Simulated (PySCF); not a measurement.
HN, SMILES [NH], multiplicity 3. Atoms are numbered in the order given.

```xyz
2

N      0.0000     0.0000    -0.1299
H      0.0000     0.0000     0.9093
```
Charge 0, spin multiplicity 3.

Geometry: PBE0-D3(BJ)/def2-TZVPD.

Calculation: PySCF with SMD-B3LYP/6-31G*.

Solvation free energies are E(SMD) − E(gas) at the gas-phase geometry, for 1 M in both phases. In vacuum the dipole moment is 1.60 D.

Computed solvation free energies in water, N,N-dimethylformamide, dichloromethane:
```
solvent                ΔG(solv) (kcal/mol)  its non-electrostatic (CDS) part  dipole (D)
---------------------  -------------------  --------------------------------  ----------
water                                 -2.5                               0.7        1.93
N,N-dimethylformamide                 -0.5                               2.7        1.92
dichloromethane                       -0.4                               2.3        1.88
```
